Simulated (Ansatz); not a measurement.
# CH₆NO+ (SMILES [NH3+]CO): functionals against CCSD(T) at one geometry

One table from this session's results is given with a row withheld; the runs are named, their logs left out.

Program: Ansatz 0.2.0, Gaussian basis. Level of theory: single points in def2-TZVPP. These are calculated values, not measurements.

Correlated methods freeze the cores.

## Where the work starts

SMILES `[NH3+]CO`, 9 atoms, charge 1, spin multiplicity 1.

Atoms are counted from 1 here; the program's logs count them from 0.

Bond lengths: N1–C2 1.534 Å, N1–H4 1.003 Å, N1–H5 1.037 Å, N1–H6 1.060 Å, C2–O3 1.368 Å, C2–H7 1.048 Å, C2–H8 1.077 Å, O3–H9 0.951 Å. Angles: C2–N1–H4 116.2°, C2–N1–H5 104.7°, C2–N1–H6 109.1°, H4–N1–H5 111.7°, H4–N1–H6 107.8°, H5–N1–H6 107.0°, N1–C2–O3 102.5°, N1–C2–H7 107.3°, N1–C2–H8 110.3°, O3–C2–H7 111.9°, O3–C2–H8 113.3°, H7–C2–H8 111.1°, C2–O3–H9 112.4°.

As a file:

```
N    -0.5831    0.6221   -0.5365
C     0.2064   -0.5584    0.0433
O     0.7946   -0.0068    1.1478
H    -1.0909    0.4431   -1.3831
H     0.1213    1.3722   -0.6641
H    -1.2742    0.9668    0.1895
H     0.9144   -0.8422   -0.6754
H    -0.4586   -1.3735    0.2762
H     1.3220   -0.6353    1.6290
```

The first run:

run/in.yaml

```yaml
crystal:
  periodic: [false, false, false]
  atoms:
    - {symbol: N, position_ang: [-0.583100, 0.622100, -0.536500]}
    - {symbol: C, position_ang: [0.206400, -0.558400, 0.043300]}
    - {symbol: O, position_ang: [0.794600, -0.006800, 1.147800]}
    - {symbol: H, position_ang: [-1.090900, 0.443100, -1.383100]}
    - {symbol: H, position_ang: [0.121300, 1.372200, -0.664100]}
    - {symbol: H, position_ang: [-1.274200, 0.966800, 0.189500]}
    - {symbol: H, position_ang: [0.914400, -0.842200, -0.675400]}
    - {symbol: H, position_ang: [-0.458600, -1.373500, 0.276200]}
    - {symbol: H, position_ang: [1.322000, -0.635300, 1.629000]}
basis:
  gaussian: {orbitals: def2-TZVPP}
total_charge: 1
correlation: {method: ccsd_t}
output: {forces: true}
```

The command line of these runs was not kept.

Among the steps run: CCSD(T)/def2-TZVPP; PBE0-D4/def2-TZVPP; wB97M-V/def2-TZVPP; r2SCAN-D4/def2-TZVPP; PBE-D4/def2-TZVPP; r2SCANh-D4/def2-TZVPP; BHLYP-D4/def2-TZVPP.

One of the session's tables, all rows but one given; the rest of the session is left out.

| method | RMS force component (eV/Å) | angle to CCSD(T) forces (°) |
| --- | --- | --- |
| CCSD(T) | 0.720 | reference |
| PBE0-D4 | 0.736 | 11.9 |
| wB97M-V | 0.707 | 4.8 |
| r2SCAN-D4 | ? | ? |
| PBE-D4 | 0.781 | 14.3 |
| r2SCANh-D4 | 0.712 | 8.4 |
| BHLYP-D4 | 0.698 | 20.4 |

**Question.** Estimate the row for r2SCAN-D4.

As computed: RMS force component (eV/Å): 0.718; angle to CCSD(T) forces (°): 6.0. In the column «RMS force component (eV/Å)» it lies between r2SCANh-D4 (0.712) and CCSD(T) (0.720).
